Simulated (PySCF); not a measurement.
Species: C3H2ClFO.
InChI=1S/C3H2ClFO/c4-3(1-5)2-6/h1H2

Torsions of this conformer, `[O:1]=[C:2]=[C:3]([Cl:4])[CH2:5][F:6]`: C2–C3–C5–F6 -100°.

The closed-shell ground state was solved at several levels (PySCF, density fitting, gas phase, non-relativistic). The structure is a single PBE0-D3(BJ)/def2-SVP conformer in the gas phase; no vibrational or solvent corrections.

| level | basis functions | total energy (Eh) | HOMO (eV) | LUMO (eV) | gap (eV) | dipole (D) |
| --- | --- | --- | --- | --- | --- | --- |
| wB97X-D/def2-SVPD | 149 | -750.2990 | -9.12 | -0.51 | 8.61 | 1.74 |
| PBE0/pcSseg-1 | 119 | -750.2259 | -7.22 | -2.27 | 4.95 | 1.74 |

Task: Estimate the row for CAM-B3LYP/pcSseg-2, a basis of 251 functions; the other rows only guide the guess.

Result: Total energy -750.7870 Eh, HOMO -8.56 eV, LUMO -1.03 eV, gap 7.53 eV, dipole 1.74 D.

Task: Over all these levels, which gives the widest orbital gap and which the narrowest?

Result: wB97X-D/def2-SVPD (range-separated hybrid) has the widest, 8.61 eV, and PBE0/pcSseg-1 (global hybrid, 25 % exact exchange) the narrowest, 4.95 eV. Functional and basis both differ between the two, so the spread mixes both effects.

Task: How far do the dipole and the HOMO energy spread over the levels?

Result: The dipole runs from 1.74 to 1.74 D (mean 1.74 D) and the HOMO from -9.12 to -7.22 eV.

Note: wB97X-D ran without an empirical dispersion term, which enters the total energy and its gradient alone.
